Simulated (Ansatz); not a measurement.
Geometry optimisation, RKS PBE/def2-SVP in Ansatz.

input.yaml

```yaml
crystal:
  periodic: [false, false, false]
  atoms:
    - { symbol: Si, position_ang: [0.0, 0.0, 0.0] }
    - { symbol: C, position_ang: [0.0, 0.0, 2.22] }
    - { symbol: H, position_ang: [-0.9996, -0.3092, 2.5905] }
    - { symbol: H, position_ang: [0.7676, -0.7111, 2.5905] }
    - { symbol: H, position_ang: [0.232, 1.0203, 2.5905] }
    - { symbol: H, position_ang: [1.3768, 0.0, -0.4862] }
    - { symbol: H, position_ang: [-0.6877, 1.1914, -0.4862] }
    - { symbol: H, position_ang: [-0.6877, -1.1914, -0.4862] }
    - { symbol: S, position_ang: [-2.2957, 0.4239, 0.7757] }
    - { symbol: H, position_ang: [-3.1921, -0.3473, 0.0263] }
    - { symbol: H, position_ang: [-1.2571, 0.2322, 1.9581] }
basis:
  gaussian: { orbitals: def2-SVP }
hamiltonian:
  xc: pbe
relax:
  f_tol: 0.15
  max_steps: 25
  restrain:
    - { distance: [0, 8], at: 3.36, k: 30.0 }
    - { distance: [10, 1], at: 2.31, k: 30.0 }
    - { distance: [0, 1], at: 1.87, k: 30.0 }
    - { distance: [10, 8], at: 1.4, k: 30.0 }
```

Launched with:

```bash
$ ansatz run input.yaml --threads 2 --pin off --max-ram 3072MiB --backend cpu --events-out ev --progress --plain --runs-dir out
```

Where does it end, and by what steps?

The run converged. The restraints hold the end off the free minimum. After 6 steps the energy has fallen by 4.648 eV (the restraints' own energy left out); H11 moved furthest, 0.87 Å. Parted: Si1–S9 (2.46 → 3.37 Å).

| step | energy less start (eV) | largest force component (eV/Å) | accepted |
| --- | --- | --- | --- |
| 0 | 0.0000 | 3.895 | yes |
| 1 | -1.3785 | 2.723 | yes |
| 2 | -2.1235 | 4.152 | yes |
| 3 | -3.1314 | 3.709 | yes |
| 4 | -4.2690 | 1.651 | yes |
| 5 | -4.6130 | 0.807 | yes |
| 6 | -4.6476 | 0.636 | yes |

```xyz
11
Properties=species:S:1:pos:R:3
Si 0.139 -0.003 0.178
C 0.199 -0.030 2.059
H -0.710 -0.433 2.550
H 1.035 -0.679 2.404
H 0.390 0.981 2.474
H 1.555 -0.103 -0.346
H -0.452 1.254 -0.374
H -0.604 -1.213 -0.328
S -3.081 0.731 0.869
H -3.138 -0.415 0.139
H -2.074 0.217 1.668
```

Time of the run: 7.9 s on 2 threads of Intel(R) Xeon(R) Platinum 8488C (Sapphire Rapids), with other jobs on the host, peak memory 0.14 GiB.
